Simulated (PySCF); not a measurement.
NaC, MP2: how much the basis matters

PySCF, UHF reference; quartet, unpaired electrons σ ↑, π ↑↑; De to Na + C without counterpoise correction. Frozen cores follow the default of each basis and core potential.

```json
{"basis": "cc-pVDZ", "relativity": "no relativity", "functions": "32", "Re (Å)": "2.253", "ωe (cm⁻¹)": "436", "De (eV)": "1.77", "frozen orbitals": "2"}
{"basis": "aug-pcseg-1", "relativity": "no relativity", "functions": "37", "Re (Å)": "2.280", "ωe (cm⁻¹)": "425", "De (eV)": "1.93", "frozen orbitals": "2"}
{"basis": "x2c-TZVPPall", "relativity": "spin-free X2C", "functions": "63", "Re (Å)": "2.217", "ωe (cm⁻¹)": "448", "De (eV)": "1.97", "frozen orbitals": "2"}
```

(1) How does each smaller set differ from the one with most functions, x2c-TZVPPall?

Correlated steps freeze 2 core orbitals. Correlated levels converge slowly with the basis: in double zeta they bind strong bonds too weakly, by up to about 1 eV, and carry superposition errors of some tenths. The state is the lowest determinant that a PBE0 search found; another state may lie lower at other levels.

## Answers

(1) cc-pVDZ: +3.6 pm, -2.7 % in ωe, -0.20 eV in De; aug-pcseg-1: +6.3 pm, -5.1 % in ωe, -0.04 eV in De. All at MP2; the set with most functions is neither the basis-set limit nor always the best. The rows treat relativity differently, so the differences are not basis effects alone.
